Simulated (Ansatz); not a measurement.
# How the Voigt–Reuss–Hill shear modulus of zinc-blende InSb moves with the method

No measured value is used here.

| level (code) | value (GPa) | cell (Å³/atom) |
|---|---|---|
| LDA (Ansatz) | 22.4 | 33.54 |
| BLYP (Ansatz) | 18.1 | 39.03 |
| PBE (Ansatz) | 19.7 | 36.51 |
| PBEsol (Ansatz) | 21.0 | 34.63 |
| revPBE (Ansatz) | 19.1 | 37.48 |
| RPBE (Ansatz) | 18.9 | 37.87 |
| PBE-D3(BJ) (Ansatz) | 20.0 | 35.03 |
| r²SCAN (Ansatz) | 22.9 | 34.00 |
| r²SCAN+rVV10 (Ansatz) | 22.5 | 34.66 |

LDA, BLYP, PBE, PBEsol, revPBE, RPBE, PBE-D3(BJ): the solid has no gap at this level, which affects its response. PBE-D3(BJ): the dispersion coefficients are held fixed in the derivatives. Values are at the level's own relaxed cell; r²SCAN at the measured cell. Cutoffs differ between the levels. Ansatz's density-functional and Hartree–Fock values are scalar-relativistic unless marked +SOC, with PAW data made under PBE.

Ansatz is a first-principles code.
